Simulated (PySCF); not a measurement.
Geometry:
| atom | x (Å) | y (Å) | z (Å) |
| --- | --- | --- | --- |
| C1 | -2.215 | -0.424 | -0.305 |
| C2 | -0.753 | -0.417 | -0.716 |
| C3 | 0.158 | 0.177 | 0.343 |
| C4 | 1.609 | 0.263 | -0.104 |
| N5 | 2.486 | 0.618 | 0.873 |
| O6 | 1.961 | 0.045 | -1.245 |
| H7 | -2.587 | 0.597 | -0.120 |
| H8 | -2.849 | -0.869 | -1.086 |
| H9 | -2.374 | -1.003 | 0.619 |
| H10 | -0.414 | -1.441 | -0.944 |
| H11 | -0.613 | 0.147 | -1.651 |
| H12 | -0.173 | 1.198 | 0.606 |
| H13 | 0.104 | -0.404 | 1.281 |
| H14 | 2.197 | 0.798 | 1.823 |
| H15 | 3.462 | 0.715 | 0.628 |

PySCF 2.14.0 with density-fitted response routines calculation with structure optimised with PBE0-D3(BJ)/def2-SVP, shielding tensors at PBE0/pcSseg-1 (GIAO) and J couplings at B3LYP/pcJ-1 (spin–dipole term only in couplings to heteroatoms); one computed conformer, isolated molecule, non-relativistic, equivalent nuclei averaged.

Question: List the cross peaks expected in HSQC, COSY and HMBC spectra.

Answer: 

HSQC (one-bond C–H):
```
             δH         δC  1J(C,H) (Hz)
 1.75 (H12/H13)  37.4 (C3)           128
 1.52 (H10/H11)  19.6 (C2)           135
0.92 (H7/H8/H9)  15.3 (C1)           131
```

COSY cross peaks (|J| ≥ 2 Hz):
```
            δH               δH  abs. J (Hz)  bonds
    4.46 (H14)       4.30 (H15)          7.5      2
1.75 (H12/H13)   1.52 (H10/H11)          8.2      3
1.52 (H10/H11)  0.92 (H7/H8/H9)          8.5      3
```

HMBC (two and three bonds, |J| ≥ 2.5 Hz):
```
             δH                                   δC [abs. J in Hz]
     4.46 (H14)                                    171.7 (C4) [6.0]
     4.30 (H15)                                     37.4 (C3) [6.9]
 1.75 (H12/H13)  171.7 (C4) [5.2], 19.6 (C2) [3.7], 15.3 (C1) [2.6]
 1.52 (H10/H11)                    37.4 (C3) [4.5], 15.3 (C1) [3.2]
0.92 (H7/H8/H9)                    37.4 (C3) [6.1], 19.6 (C2) [3.5]
```

δ = σ(ref) − σ, references computed at the same level: 1H (31.27 ppm) and 13C (184.41 ppm) vs TMS.

Short H···H contacts in this conformer between protons four or more bonds apart (candidates for NOE cross peaks, intensity ∝ r⁻⁶): H7···H12 2.59 Å.

OH/NH shifts are gas-phase values; hydrogen bonding in solution moves them, usually downfield. Rotation about the amide-type C–N bond is slow at room temperature, so the two groups on nitrogen are listed apart. Unscaled 3J(H,H) at this level run about 10 % above measured values. Shifts are as computed. Against solution values, carbons near 30 ppm lie about +2 ppm off and those near 130 ppm about +5 ppm. Of 1211 compounds with measured shifts, 218 miss one by over three times the rms of a fit or turn the order of signals round; such compounds aren't used in these exercises. Hydrogen bonding in solution deshields acid and N–H amide carbonyl carbons by as much as 10 ppm beyond these values. Across freely rotating sp3–sp3 bonds, 3J(H,H) is taken as (2 J gauche + J anti)/3 from the one conformer, which assumes equal rotamer populations.
